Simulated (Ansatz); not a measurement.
Breaking a bond in SiH2 (SMILES [SiH2])

SiH2: 3 atoms, total charge 0, spin state singlet. SMILES: `[SiH2]`. The coordinates come from a PBE0-D4/def2-TZVP relaxation.

```csv
atom,x (Å),y (Å),z (Å)
Si,-0.4912,0.4686,-0.2136
H,0.8403,0.5786,0.5225
H,-0.3491,-1.0472,-0.3089
```

The Si1–H2 distance is scanned; the parts on either side stay rigid. Basis cc-pVDZ, 5 core orbitals frozen in the correlated methods; program Ansatz 0.2.0. FCI is exact within this basis and core. Energies in eV from each method's value at 1.525 Å; methods without a U are spin-restricted. The shape above is that at 1.525 Å.

```csv
distance (Å),PBE,revPBE,r2SCAN,CAM-B3LYP,wB97X,HSE06,CCSDT(Q),FCI
1.525,0.00,0.00,0.00,0.00,0.00,0.00,0.00,0.00
1.907,0.52,0.52,0.60,0.64,0.66,0.61,0.62,0.62
2.288,1.48,1.47,1.63,1.73,1.80,1.66,1.60,1.60
3.051,3.03,3.00,3.27,3.56,3.76,3.38,2.82,2.82
3.814,3.88,3.83,4.18,4.72,5.06,4.38,3.14,3.15
```

Departure from the FCI curve at its largest: PBE +0.73 eV at 3.81 Å; revPBE +0.68 eV at 3.81 Å; r2SCAN +1.03 eV at 3.81 Å; CAM-B3LYP +1.57 eV at 3.81 Å; wB97X +1.91 eV at 3.81 Å; HSE06 +1.23 eV at 3.81 Å; CCSDT(Q) within 0.005 eV. Restricted functionals keep the electrons paired too, and rise too high.
